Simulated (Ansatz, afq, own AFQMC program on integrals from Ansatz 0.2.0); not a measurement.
**Where AFQMC and coupled cluster stand for BN, singlet**

```
atom   x (Å)   y (Å)   z (Å)
   B  0.0000  0.0000  0.0000
   N  0.0000  0.0000  1.5620
```

Basis 6-31G. Noble-gas cores (and the filled d shells of Ga–Kr and In–Xe) are frozen. AFQMC by an in-house program on the Cholesky factors that Ansatz 0.2.0 writes for its CCSD(T) run. The CISD trial takes its coefficients from CCSD amplitudes. Released means that phaseless walkers are propagated on without the constraint, phases kept. Error bars are statistical, one sigma.

Determinant: RHF, the one that the program's search chose, which needn't be the lowest solution. The geometry is a point of a scan.

Full CI on the same integrals is exact in this basis and with this determinant's frozen core.

Cautions: higher spins were not checked; restricted determinant unstable towards unrestricted (UHF 3.72 eV lower, ⟨S²⟩ 1.67); the search met a lower determinant of the same kind, perhaps of another symmetry (1.29 eV lower), and this one is a saddle point; strong correlation (T1 0.104, weight of the determinant 0.67, largest double 0.25); (T) is large, 10 % of the CCSD correlation; (Q) is large, 120 meV, so the cluster series hasn't closed; the released energies are still falling, so no released level is given (meV from the phaseless value at times in 1/Eh: -37 ± 4 at 0.24, -72 ± 4 at 0.51, -116 ± 5 at 0.99, -155 ± 6 at 1.62, -179 ± 8 at 2.40); the ph-AFQMC/CISD walk drifts between its halves (2.4 errors); CCSDTQ on the UHF determinant differs (443 meV lower), perhaps since the unrestricted series falls towards higher spin.

The T1 diagnostic is 0.1036 and the weight of the determinant in the CISD state is 0.674. The size of the correlated space is 8 electrons in 16 orbitals.

Reference: full CI, correlation energy -7.365 eV. The cautions show a poor starting determinant, so the rows tell how each method copes with it here, and full CI is the sure value.

| level | E − E(reference) (kcal/mol) | share of correlation (%) |
| --- | --- | --- |
| HF | 169.83 | 0.00 |
| MP2 | 29.86 | 82.42 |
| CCSD | 14.97 | 91.19 |
| CCSD(T) | -0.25 | 100.15 |
| CCSDT | 0.82 | 99.51 |
| CCSDT(Q) | -1.95 | 101.15 |
| CCSDTQ | 0.24 | 99.86 |
| ph-AFQMC/CISD | 5.53 ± 0.10 | 96.74 |

CCSDT and higher add their correlation energy to the determinant of the CCSD(T) run, since their own runs factorise the integrals more tightly (a shift of under 2 meV). A walk keeps the symmetry of its determinant, which the program's search chose and which needn't be the lowest solution, so a lower state of the same spin and another symmetry isn't excluded.
